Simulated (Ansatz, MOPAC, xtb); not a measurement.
Barrier height from HO + H2 to the transition structure H3O, without zero-point energy, on the benchmark's geometries as Psi4's copy of the set gives them.
Transition structure (charge 0, multiplicity 2):
```xyz
4

O     -0.3011    -0.1080     0.0000
H     -0.4279     0.8516     0.0000
H      1.0155    -0.1004     0.0001
H      1.8210     0.1132    -0.0001
```

Open shells are unrestricted; no spin–orbit coupling.

The state that PM6 reach isn't checked.

Programs: Ansatz (Gaussian basis) for Hartree–Fock, density functionals and correlated methods; MOPAC for PM6 (differences of heats of formation); xtb for the GFN methods. Values without a source in brackets are computed. The GFN methods have no spin term and hold the electronic entropy of 300 K.

Task: One of these levels gives -18.20 kcal/mol for the barrier height. Which?
A. revPBE/def2-TZVPPD
B. SVWN5/def2-TZVPPD
C. PM6
D. GFN2-xTB

Result: B, SVWN5/def2-TZVPPD. The others give -2.33 (PM6), -22.66 (GFN2-xTB), -1.99 (revPBE/def2-TZVPPD)

Ansatz is a first-principles code.
